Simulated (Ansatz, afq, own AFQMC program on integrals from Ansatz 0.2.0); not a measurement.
**Where AFQMC and coupled cluster stand for AlBH$_{2}$, triplet**

| atom | x (Å) | y (Å) | z (Å) |
| --- | --- | --- | --- |
| B | 0.0000 | 0.0000 | 1.3689 |
| Al | 0.0000 | 0.0000 | -0.6894 |
| H | 0.0000 | 1.0776 | 1.8859 |
| H | 0.0000 | -1.0776 | 1.8859 |

Connectivity, by distances: BH2–Al.

Basis cc-pVDZ. Only valence electrons are correlated. Ansatz 0.2.0 and our own AFQMC program on the same integrals; the CISD trial comes from CCSD amplitudes, and released means the phaseless constraint is let go. Uncertainties: one standard error, sampling alone.

Determinant: UHF, the one that the program's search chose, which needn't be the lowest solution. The geometry is a point of a scan.

No full CI on the walks' own integrals is used here; CCSDT(Q) serves as the reference and is uncertain by about the last step of the cluster series.

Cautions: lower spins were not checked.

The T1 diagnostic is 0.0181, the weight of the determinant in the CISD state is 0.886 and the ⟨S²⟩ of the determinant is 2.027. The size of the correlated space is 8 electrons in 36 orbitals.

Reference: CCSDT(Q), correlation energy -4.394 eV. The released energy is read at 2.40 1/Eh (meV from the phaseless value at times in 1/Eh: -6 ± 11 at 0.24, -22 ± 9 at 0.51, -19 ± 8 at 0.99, -34 ± 10 at 1.62, -17 ± 9 at 2.40).

```csv
level,E − E(reference) (kJ/mol),share of correlation (%)
HF,423.9,0.00
MP2,100.0,76.42
CCSD,18.3,95.68
CCSD(T),4.3,98.99
CCSDT,0.8,99.80
ph-AFQMC/HF,13.0 ± 3.5,96.94
ph-AFQMC/CISD,3.6 ± 0.7,99.16
released AFQMC,1.9 ± 0.8,99.55
```

A walk keeps the symmetry of its determinant, which the program's search chose and which needn't be the lowest solution, so a lower state of the same spin and another symmetry isn't excluded. Released energies are given only where the last usable release times agree within the noise; a slower fall can still hide under it.
